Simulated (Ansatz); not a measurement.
# BH5S (B(H2S)H3): levels of theory compared

We compute a comparison of 6 runs (B2PLYP/STO-3G, UB3LYP/STO-3G, revPBE/STO-3G, wB97X/STO-3G, RPA@PBE/STO-3G, UCCSD(T)/STO-3G) of BH5S (B(H2S)H3). 

The calculation is run with Ansatz 0.2.0.

43 further runs of the same task are left out: 43 set aside as unsound or not needed.

### 1 The molecule

BH5S has 7 atoms, charge 0, and is taken as a singlet. SMILES: `[H]B([H])([H])<-S`. The S2–B1 distance was set to 2.550 Å, away from the relaxed value.

Bond lengths: S2–H3 1.336 Å, S2–H4 1.337 Å, B1–H5 1.181 Å, B1–H6 1.184 Å, B1–H7 1.181 Å. Angles: H3–S2–H4 92.0°, H5–B1–H6 115.4°, H5–B1–H7 114.9°, H6–B1–H7 115.4°.

### 2 A single-point energy at B2PLYP/STO-3G (run 1)

molecule.yaml reads:

```yaml
crystal:
  periodic: [false, false, false]
  atoms:
    - {symbol: B, position_ang: [0.126025, -0.213722, -1.326997]}
    - {symbol: S, position_ang: [0.134050, -0.231310, 1.222430]}
    - {symbol: H, position_ang: [0.506250, 1.037510, 1.415020]}
    - {symbol: H, position_ang: [-1.154430, 0.067690, 1.414850]}
    - {symbol: H, position_ang: [1.278585, -0.213462, -1.585527]}
    - {symbol: H, position_ang: [-0.454605, 0.783088, -1.591667]}
    - {symbol: H, position_ang: [-0.442305, -1.215732, -1.587737]}
basis:
  gaussian:
    orbitals: STO-3G
magnetization:
  spin_polarized: false
hamiltonian:
  xc: {name: B2PLYP}
correlation:
  frozen_orbitals: {B: 1, H: 0, S: 5}
accuracy: high
```

Command:

```
ansatz run molecule.yaml --threads 1 --pin off --max-ram 2610MiB --events-out events.jsonl --progress --plain --runs-dir runs
```

The log of the run:

```text
Warning: RAYON_NUM_THREADS=1 ignored (pool sized by the plan → 1); use --threads N
Functional definition: B2PLYP
  name "B2PLYP"
  parameter a = 0.53
  parameter c = 0.27
  exchange = (1 - a)*b88_x + a*exact_x
  correlation = (1 - c)*lyp_c + c*(mp2_os + mp2_ss)
320 factors; integrals over basis functions are off by at most 1.2e-8 eV
mean field evaluation 1: about -11455.7370 eV, gradient 9.1e0 eV
mean field evaluation 2: about -11455.7121 eV, gradient 9.1e0 eV
mean field evaluation 4: about -11456.2952 eV, gradient 3.3e-1 eV
mean field evaluation 8: about -11456.2944 eV, gradient 1.6e-3 eV
mean field evaluation 16: about -11456.2944 eV, gradient 3.5e-9 eV
mean field -11456.29437585 eV, -421.0110529574 hartree, gradient 8.3e-9 eV, S^2 0.000000; 0 other end points of the search recorded, 0 dependent functions left out
6 core orbitals not correlated: weight in the atoms' cores, before any rotation towards them, 1.000 or more for the frozen orbitals, at most 0.000 for the correlated occupied ones
reference -11456.29439435 eV, -421.0110536373 hartree; 7, 7 occupied and 6, 6 virtual orbitals, 320 factors
second order -2.46225521 eV of doubles, -0.00000000 eV of singles
Total energy: -11456.95920326 eV, -421.0354849139 hartree
```

It took 1.5 s on 1 thread of Arm Neoverse V2, shared host; peak memory 0.1 GiB.

### 3 The energy at UB3LYP/STO-3G (run 2)

run.yaml reads:

```yaml
crystal:
  periodic: [false, false, false]
  atoms:
    - {symbol: B, position_ang: [0.126025, -0.213722, -1.326997]}
    - {symbol: S, position_ang: [0.134050, -0.231310, 1.222430]}
    - {symbol: H, position_ang: [0.506250, 1.037510, 1.415020]}
    - {symbol: H, position_ang: [-1.154430, 0.067690, 1.414850]}
    - {symbol: H, position_ang: [1.278585, -0.213462, -1.585527]}
    - {symbol: H, position_ang: [-0.454605, 0.783088, -1.591667]}
    - {symbol: H, position_ang: [-0.442305, -1.215732, -1.587737]}
basis:
  gaussian:
    orbitals: STO-3G
magnetization:
  spin_polarized: true
  initial_magnetization: 0
hamiltonian:
  xc: {name: B3LYP}
accuracy: high
```

Command:

```
ansatz run run.yaml --threads 1 --pin off --max-ram 2610MiB --events-out events.jsonl --progress --plain --runs-dir runs
```

The log of the run:

```text
Warning: RAYON_NUM_THREADS=1 ignored (pool sized by the plan → 1); use --threads N
Functional definition: B3LYP
  name "B3LYP"
  parameter a0 = 0.2
  parameter ax = 0.72
  parameter ac = 0.81
  exchange = (1 - a0 - ax)*slater_x + ax*b88_x + a0*exact_x
  correlation = (1 - ac)*vwn_rpa_c + ac*lyp_c
320 factors; integrals over basis functions are off by at most 1.2e-8 eV
mean field evaluation 1: about -11462.8514 eV, gradient 7.9e0 eV
mean field evaluation 2: about -11463.4954 eV, gradient 4.3e0 eV
mean field evaluation 4: about -11463.6707 eV, gradient 4.0e-2 eV
mean field evaluation 8: about -11463.6166 eV, gradient 1.2e-4 eV
mean field -11463.61661171 eV, -421.2801401620 hartree, gradient 3.7e-8 eV, S^2 0.000000; 0 other end points of the search recorded, 0 dependent functions left out
reference -11463.61664051 eV, -421.2801412203 hartree; 13, 13 occupied and 6, 6 virtual orbitals, 320 factors
Total energy: -11463.61664051 eV, -421.2801412203 hartree
```

Run time: 1.8 s. Hardware: 1 thread of Arm Neoverse V2, shared host; peak memory 0.13 GiB.

Runs 3 to 5 aren't shown in full; the table further down has their settings and results.

### 4 The energy at UCCSD(T)/STO-3G (run 6)

input.yaml reads:

```yaml
crystal:
  periodic: [false, false, false]
  atoms:
    - {symbol: B, position_ang: [0.126025, -0.213722, -1.326997]}
    - {symbol: S, position_ang: [0.134050, -0.231310, 1.222430]}
    - {symbol: H, position_ang: [0.506250, 1.037510, 1.415020]}
    - {symbol: H, position_ang: [-1.154430, 0.067690, 1.414850]}
    - {symbol: H, position_ang: [1.278585, -0.213462, -1.585527]}
    - {symbol: H, position_ang: [-0.454605, 0.783088, -1.591667]}
    - {symbol: H, position_ang: [-0.442305, -1.215732, -1.587737]}
basis:
  gaussian:
    orbitals: STO-3G
magnetization:
  spin_polarized: true
correlation:
  method: ccsd_t
  frozen_orbitals: {B: 1, H: 0, S: 5}
accuracy: high
scf:
  omitted_lower_state_checks: [cluster_reference, increment]
```

Command:

```
ansatz run input.yaml --threads 1 --pin off --max-ram 2610MiB --events-out events.jsonl --progress --plain --runs-dir runs
```

The log of the run (excerpt; [...] marks lines left out):

```text
Warning: RAYON_NUM_THREADS=1 ignored (pool sized by the plan → 1); use --threads N
Functional definition: HF
  name "HF"
[...]
320 factors; integrals over basis functions are off by at most 1.2e-8 eV
[...]
mean field -11439.61315734 eV, -420.3980294839 hartree, gradient 1.3e-8 eV, S^2 0.000000; 0 other end points of the search recorded, 0 dependent functions left out
6 core orbitals not correlated: weight in the atoms' cores, before any rotation towards them, 1.000 or more for the frozen orbitals, at most 0.000 for the correlated occupied ones
reference -11439.61315734 eV, -420.3980294839 hartree; 7, 7 occupied and 6, 6 virtual orbitals, 320 factors
second order -1.90358106 eV of doubles, -0.00000000 eV of singles
cycle   1  -2.44286778 eV  change   -5.4e-1 eV  update   6.0e-2
[...]
cycle  18  -2.73611343 eV  change   -1.1e-9 eV  update  6.4e-10
perturbative correction -0.01462522 eV, -0.0005374668 hartree
Total energy: -11442.36389598 eV, -420.4991172646 hartree
Checks for a lower state left out: cluster_reference, increment
```

It took 0.2 s on 1 thread of Arm Neoverse V2, shared host.

### 5 All runs side by side

| run | level | frozen core orbitals | energy (Eh) | wall time |
| --- | --- | --- | --- | --- |
| 1 | B2PLYP/STO-3G | 6 | -421.035485 | 1.5 s |
| 2 | UB3LYP/STO-3G | – | -421.280141 | 1.8 s |
| 3 | revPBE/STO-3G | – | -421.187058 | 1 s |
| 4 | wB97X/STO-3G | – | -421.262018 | 4.8 s |
| 5 | RPA@PBE/STO-3G | 6 | -420.560774 | 1.6 s |
| 6 | UCCSD(T)/STO-3G | 6 | -420.499117 | 0.2 s |

### 6 Summary of results

| quantity | value |
| --- | --- |
| run 6: total energy | -420.49912 Eh |
| run 6: correlation energy (6 core orbitals frozen) | -101.1 mEh |
| run 6: (T) correction | -0.54 mEh |
| run 6: T1 diagnostic | 0.008 |

Totals of different functionals can't be ranked against each other. In runs 1, 2, 3, 4, 5, 6 the basis is minimal, so the values are rough. All runs together took 11 s, the longest 4.8 s.
